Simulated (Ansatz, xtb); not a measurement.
Two isomers of C4H3P

Structure a is `C=C=CC#P`, a singlet and structure b is `C=C=C=C=P`, a singlet. Both are isolated molecules in the gas phase, relaxed with B3LYP-D3(BJ)/def2-SVP.

a (Å):

```xyz
8

C     1.2930    2.8929   -0.1802
C     0.5082    1.8523   -0.2271
C    -0.2897    0.7954   -0.2740
C    -0.0961   -0.3091   -1.1495
P     0.0932   -1.5277   -2.0958
H     2.1608    2.9233    0.4897
H     1.1141    3.7712   -0.8121
H    -1.1575    0.7619    0.4022
```

b (Å):

```xyz
8

C     1.3105    3.5047   -0.5302
C     0.7407    2.3191   -0.5240
C     0.1833    1.1596   -0.5181
C    -0.3534   -0.0046   -0.5058
P    -1.2151   -1.4186   -0.5488
H     1.8030    3.8957   -1.4284
H     1.3115    4.1412    0.3626
H    -0.1323   -2.2708   -0.1343
```

Quicker runs give these differences E(b) − E(a): GFN2-xTB +9.5 kcal/mol; HF/STO-3G +18.1 kcal/mol (at GFN2-xTB geometries); r2SCAN-D4/def2-SVP +11.7 kcal/mol (at GFN2-xTB geometries).

**Question.** Estimate E(b) − E(a) at the level CCSD(T)/def2-SVP + ΔMP2/def2-TZVPP.

**Answer.** Calculated at CCSD(T)/def2-SVP + ΔMP2/def2-TZVPP: E(b) − E(a) = +18.6 kcal/mol, so structure a lies lower.

The same difference at several levels:

| level | geometry | E(b) − E(a) (kcal/mol) | departure from the last row (kcal/mol) | job, with rough time for the two |
| --- | --- | --- | --- | --- |
| GFN2-xTB | GFN2-xTB | +9.5 | −9.1 | optimisation, 0.41 s |
| HF/STO-3G | GFN2-xTB | +18.1 | −0.5 | single point, 0.98 s |
| r2SCAN-D4/def2-SVP | GFN2-xTB | +11.7 | −6.9 | single point, 7.2 s |
| B3LYP-D3(BJ)/def2-SVP | B3LYP-D3(BJ)/def2-SVP | +12.7 | −5.9 | optimisation, 1.9 min |
| HF/def2-SVP | B3LYP-D3(BJ)/def2-SVP | +21.8 | +3.2 | part of the CCSD(T) run |
| MP2/def2-SVP | B3LYP-D3(BJ)/def2-SVP | +24.5 | +5.9 | part of the CCSD(T) run |
| CCSD(T)/def2-SVP | B3LYP-D3(BJ)/def2-SVP | +20.5 | +1.8 | single point |
| CCSD(T)/def2-SVP + ΔMP2/def2-TZVPP | B3LYP-D3(BJ)/def2-SVP | +18.6 |  | single point, 66 s |

As drawn, b has 1 C=C, 1 C=P, 1 P–H in place of 1 C–C, 1 C≡P, 1 C–H.

None of the levels shown reverses the order. The largest departure from CCSD(T)/def2-SVP + ΔMP2/def2-TZVPP is that of GFN2-xTB, 9.1 kcal/mol. The last row adds to CCSD(T) the change of the MP2 difference between the two basis sets, here −1.8 kcal/mol.

With harmonic frequencies from B3LYP-D3(BJ)/def2-SVP (ideal gas, rigid rotor, one conformer each, 298.15 K, 1 atm): on the last row, ΔE + ΔZPE = +16.3, ΔH = +16.6, ΔG = +16.4 kcal/mol.

The correlated steps freeze 9 core orbitals. Mirror images aren't counted in ΔG. Codes used: Ansatz 0.2.0, xtb 6.7.1; the last row on 1 thread of Intel(R) Xeon(R) Processor @ 2.50GHz (Skylake/Cascade Lake) on a shared host.
